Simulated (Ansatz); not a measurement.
The inner images of a band of CH8AlN (11 atoms, charge 0, multiplicity 1) are given out of order.

Theory: RKS PBE-D4/6-31G* in Ansatz 0.2.0.

Initial state:

```xyz
11
Properties=species:S:1:pos:R:3
Al -0.074 -0.238 0.433
C 0.067 0.439 2.300
H -0.834 0.225 2.907
H 0.939 0.029 2.845
H 0.189 1.538 2.310
H 1.277 -0.289 -0.466
H -1.465 0.011 -0.366
N -0.288 -2.299 0.751
H -0.418 -2.791 -0.141
H 0.539 -2.702 1.208
H -1.102 -2.511 1.342
```

Final state:

```xyz
11
Properties=species:S:1:pos:R:3
Al 0.060 -0.793 -0.243
C -0.179 0.230 2.787
H -0.881 0.456 3.605
H 0.854 0.420 3.113
H -0.419 0.885 1.932
H 1.550 -0.218 -0.153
H -1.237 0.062 -0.632
N -0.163 -2.552 0.017
H -1.055 -3.040 -0.051
H 0.587 -3.206 0.236
H -0.287 -0.832 2.510
```

Problem. Put them in order from the first end to the last, with their energies above the first end.
A.
```xyz
11
Properties=species:S:1:pos:R:3
Al -0.018 -0.235 0.407
C -0.009 0.432 2.284
H -0.947 0.190 2.821
H 0.829 0.027 2.882
H 0.089 1.532 2.322
H 1.388 -0.278 -0.405
H -1.357 0.014 -0.478
N -0.253 -2.296 0.769
H -0.865 -2.736 0.073
H 0.646 -2.791 0.752
H -0.674 -2.447 1.694
```
B.
```xyz
11
Properties=species:S:1:pos:R:3
Al -0.003 -0.720 -0.240
C -0.142 0.134 2.707
H -1.048 0.319 3.303
H 0.757 0.211 3.336
H -0.083 0.895 1.909
H 1.475 -0.112 -0.338
H -1.347 0.089 -0.555
N -0.158 -2.467 0.138
H -1.044 -2.964 0.221
H 0.621 -3.088 0.352
H -0.196 -0.886 2.287
```
C.
```xyz
11
Properties=species:S:1:pos:R:3
Al -0.008 -0.238 0.282
C -0.084 0.266 2.221
H -1.016 -0.006 2.760
H 0.768 -0.082 2.839
H -0.042 1.366 2.243
H 1.447 -0.121 -0.415
H -1.335 0.093 -0.584
N -0.198 -2.251 0.795
H -1.061 -2.744 0.543
H 0.601 -2.877 0.648
H -0.242 -1.994 1.792
```
D.
```xyz
11
Properties=species:S:1:pos:R:3
Al -0.019 -0.411 0.142
C -0.116 -0.001 2.289
H -1.038 -0.038 2.895
H 0.761 -0.103 2.949
H -0.073 1.047 1.911
H 1.458 -0.014 -0.341
H -1.364 0.167 -0.515
N -0.177 -2.251 0.733
H -1.047 -2.777 0.613
H 0.621 -2.891 0.713
H -0.175 -1.317 1.733
```
E.
```xyz
11
Properties=species:S:1:pos:R:3
Al -0.014 -0.611 -0.103
C -0.135 0.012 2.504
H -1.060 0.079 3.091
H 0.759 0.002 3.141
H -0.082 0.901 1.847
H 1.458 -0.016 -0.305
H -1.359 0.163 -0.496
N -0.157 -2.355 0.356
H -1.041 -2.841 0.501
H 0.629 -2.951 0.610
H -0.167 -0.970 1.976
```

Solution. A (+0.02 eV), C (+0.19 eV), D (+1.27 eV), E (+0.35 eV), B (+0.16 eV).

Run time: 2.5 min on 1 thread of Arm Neoverse V2, with other jobs on the host, peak memory 0.1 GiB.
